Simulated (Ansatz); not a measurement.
PBE exchange is replaced step by step with exact exchange (0 % is PBE, 25 % PBE0; no dispersion term), basis def2-TZVP, Ansatz. System: the cluster Si2Cl. The state is a doublet with charge 0. Geometry: r2SCAN-D4/def2-TZVP, each spin state at its own.

Geometry of the doublet:

```
atom   x (Å)   y (Å)   z (Å)
 Si1  -0.025  -0.019  -0.006
 Si2   1.640   1.245   0.436
 Cl3  -1.615  -1.226  -0.430
```

The structure comes from a short search, and lower isomers may exist.

HOMO and LUMO are taken over both spins.

| exact exchange (%) | HOMO (eV) | LUMO (eV) | gap (eV) | ⟨S²⟩ | quartet − doublet (kJ/mol) |
| --- | --- | --- | --- | --- | --- |
| 0 | -4.97 | -4.69 | 0.28 | 0.755 | 20.4 |
| 5 | -5.14 | -4.52 | 0.62 | 0.756 | 18.6 |
| 10 | -5.31 | -4.35 | 0.97 | 0.756 | 16.8 |
| 15 | -5.48 | -4.17 | 1.31 | 0.756 | 15.1 |
| 25 | -5.83 | -3.83 | 2.00 | 0.757 | 11.6 |
| 35 | -6.17 | -3.48 | 2.69 | 0.758 | 8.3 |

(1) Estimate the row for 50 %.

## Answers

(1) 
```json
{"exact exchange (%)": "50", "HOMO (eV)": "-6.70", "LUMO (eV)": "-2.97", "gap (eV)": "3.73", "⟨S²⟩": "0.761", "quartet − doublet (kJ/mol)": "3.3"}
```
